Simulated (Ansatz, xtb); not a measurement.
# C3H5F2: which of two isomers lies lower

Structure a is `C[CH]C(F)F`, a doublet and structure b is `[CH2]C(C)(F)F`, a doublet. Both are isolated molecules in the gas phase, relaxed with B3LYP-D3(BJ)/def2-SVP; the shapes shown needn't be the lowest conformers.

a (Å):

```xyz
10

C     0.4871    0.2707    0.8060
C     0.5368    1.4442   -0.1040
C    -0.2674    1.4577   -1.3513
F    -1.6109    1.5278   -1.0597
F    -0.0913    0.2984   -2.0538
H    -0.4480    0.2710    1.4028
H     1.3277    0.2662    1.5156
H     0.4940   -0.6708    0.2340
H     0.9693    2.3925    0.2269
H    -0.0278    2.3042   -2.0175
```

b (Å):

```yaml
atoms:
  - { symbol: C, position_ang: [-0.3561, 0.3243, 0.9418] }
  - { symbol: C, position_ang: [-0.0410, 0.4713, -0.5064] }
  - { symbol: C, position_ang: [0.6210, 1.7832, -0.8921] }
  - { symbol: F, position_ang: [-1.1991, 0.3440, -1.2351] }
  - { symbol: F, position_ang: [0.7844, -0.5565, -0.8950] }
  - { symbol: H, position_ang: [-1.3013, 0.7099, 1.3261] }
  - { symbol: H, position_ang: [0.4103, -0.0513, 1.6210] }
  - { symbol: H, position_ang: [0.8072, 1.7788, -1.9768] }
  - { symbol: H, position_ang: [1.5765, 1.8971, -0.3614] }
  - { symbol: H, position_ang: [-0.0355, 2.6281, -0.6411] }
```

Question: Estimate which is lower in electronic energy at CCSD(T)/def2-SVP + ΔMP2/def2-TZVPP, and by roughly how much.

Answer: The CCSD(T)/def2-SVP + ΔMP2/def2-TZVPP calculation puts structure b lower, by 9.3 kJ/mol.

Level by level:

```csv
level,geometry,E(b) − E(a) (kJ/mol),departure from the last row (kJ/mol),"job, with rough time for the two"
GFN2-xTB,GFN2-xTB,+9.5,+18.7,"optimisation, 0.068 s"
HF/STO-3G,GFN2-xTB,−4.6,+4.7,"single point, 0.24 s"
r2SCAN-D4/def2-SVP,GFN2-xTB,−4.9,+4.4,"single point, 5.1 s"
B3LYP-D3(BJ)/def2-SVP,B3LYP-D3(BJ)/def2-SVP,−3.1,+6.2,"optimisation, 46 s"
HF/def2-SVP,B3LYP-D3(BJ)/def2-SVP,−9.4,−0.1,part of the CCSD(T) run
MP2/def2-SVP,B3LYP-D3(BJ)/def2-SVP,−9.3,0.0,part of the CCSD(T) run
CCSD(T)/def2-SVP,B3LYP-D3(BJ)/def2-SVP,−8.4,+0.9,single point
CCSD(T)/def2-SVP + ΔMP2/def2-TZVPP,B3LYP-D3(BJ)/def2-SVP,−9.3,,"single point, 58 s"
```

As drawn, both hold the same kinds of bond in the same numbers.

GFN2-xTB puts the two in the other order. The largest departure from CCSD(T)/def2-SVP + ΔMP2/def2-TZVPP is that of GFN2-xTB, 18.7 kJ/mol. The last row adds to CCSD(T) the change of the MP2 difference between the two basis sets, here −0.9 kJ/mol.

With harmonic frequencies from B3LYP-D3(BJ)/def2-SVP (ideal gas, rigid rotor, one conformer each, 298.15 K, 1 atm): the zero-point term adds −4.4 kJ/mol; ΔH is −13.7 and ΔG −11.1 kJ/mol.

Open shells are spin-unrestricted. The correlated steps freeze 5 core orbitals. Mirror images aren't counted in ΔG. Run with Ansatz 0.2.0, xtb 6.7.1; the last row on 2 threads of Arm Neoverse V2 on a shared host.
